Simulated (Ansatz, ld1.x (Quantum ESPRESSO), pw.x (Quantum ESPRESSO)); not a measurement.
W (Z = 74): one change to the TM potential, in the atom and in the fcc crystal

| Quantity | Value |
| --- | --- |
| Element | W (Z = 74) |
| Generator | ld1.x (Quantum ESPRESSO) 7.5 |
| Type | norm-conserving Troullier–Martins (Kleinman–Bylander form) |
| Functional | PBEsol |
| Relativity | scalar-relativistic |
| Frozen core | [Xe] 4f14 |
| Valence charge | 6 |
| Reference configuration | 5d4 6s2 6p0 |
| Partial waves | 6p (bound, empty): rc 3.25 bohr; 5d (bound): rc 2.20 bohr; 6s (bound): rc 2.20 bohr |
| Local potential | the s channel |
| Core correction | Bessel-smoothed model core, default radius (core density twice the valence density) |

Change: wave 6s (bound): rc 2.20 bohr becomes 6s (bound): rc 2.88 bohr.

Cutoffs, loose and tight: the cutoffs (Ry, on a coarse ladder) from which the occupation-weighted sum of valence levels, in a spherical-Bessel basis at the reference potential, stays within 10 and 1 mRy of its value at 400 Ry. They do not see the model core or the augmentation charge, which bear on the density cutoff. Test errors are all-electron minus pseudo excitation energies from the reference, over the configurations 5d4 6s1 6p0; 5d4 6s0 6p0; 5d3 6s0 6p0; 5d5 6s1 6p0; 5d4.5 6s1.5 6p0; 5d3 6s2 6p1; 5d3 6s2 6p0; variants that change the core or the reference have their own tests.

Crystal test: fcc W in pw.x 7.5, no spin, 14³ k-points, Fermi–Dirac smearing 0.01 Ry, cutoffs set for each file from its atomic test. The reference is all-electron LAPW (Ansatz 0.2.0) with the same functional, mesh and smearing; V0 and B0 come from Birch–Murnaghan fits to the pressures at five volumes. Errors are pseudo minus all-electron; Δ is the rms difference of the E(V) curves that follow from these fits, minima aligned, over ±6 % about the mean V0. Mesh and smearing are coarse, so the numbers serve the comparison and aren't converged zero-temperature values; the lattice is a test structure that the element need not adopt.

All-electron: a0 = 4.000 Å (V0 = 16.00 Å³/atom), B0 = 298.8 GPa.

Q: Does the change bring the crystal closer to the all-electron result?

A: The mean pressure error goes from +5.29 to +6.22 GPa, so the change moves the solid further from the all-electron pressures.

```json
{"quantity": "outcome (atom)", "base": "generated", "changed": "generated"}
{"quantity": "cutoff, loose (atom)", "base": "30 Ry", "changed": "30 Ry"}
{"quantity": "cutoff, tight (atom)", "base": "35 Ry", "changed": "35 Ry"}
{"quantity": "bound ghosts (atom)", "base": "none", "changed": "none"}
{"quantity": "largest test error (meV) (atom)", "base": "-203", "changed": "-207"}
{"quantity": "cutoffs in pw.x (Ry)", "base": "50/200", "changed": "50/200"}
{"quantity": "a0 (Å)", "base": "4.023", "changed": "4.026"}
{"quantity": "a0 error (%)", "base": "+0.56", "changed": "+0.65"}
{"quantity": "B0 error (%)", "base": "+0.5", "changed": "+0.5"}
{"quantity": "Δ (meV/atom)", "base": "17.8", "changed": "20.9"}
{"quantity": "mean pressure error (GPa)", "base": "+5.29", "changed": "+6.22"}
```

Base: The largest radius (3.25 bohr) exceeds half the bond length (2.67 bohr), so the spheres overlap, which is one possible source of error among others. This is a poor potential for the solid. Changed file: The largest radius (3.25 bohr) exceeds half the bond length (2.67 bohr), so the spheres overlap, which is one possible source of error among others. This is a poor potential for the solid. The atomic cutoffs weigh occupied waves only.
